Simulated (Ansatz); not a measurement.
A calculation with Ansatz (development build ahead of 0.2.0).

```yaml
crystal:
  periodic: [false, false, false]
  atoms:
    - { symbol: B, position_ang: [0.0, 0.0, 0.0] }
    - { symbol: H, position_ang: [0.78078, 0.78078, 0.78078] }
    - { symbol: H, position_ang: [0.78078, -0.78078, -0.78078] }
    - { symbol: H, position_ang: [-0.78078, 0.78078, -0.78078] }
    - { symbol: H, position_ang: [-0.78078, -0.78078, 0.78078] }
basis:
  gaussian: { orbitals: cc-pVTZ }
total_charge: -1
hamiltonian:
  xc: hf
correlation:
  method: mp2
  frozen_orbitals: { B: 1, H: 0 }
```

The input is written out in the form of the current development build from the run's settings.

Output:

```
Converged                       : yes
Reference energy                : -26.97116 hartree
Correlation energy              : -0.16325 hartree
Total energy                    : -27.13441 hartree
Spin squared of the determinant : 0.000
```

Caution: no diffuse functions for an anion.
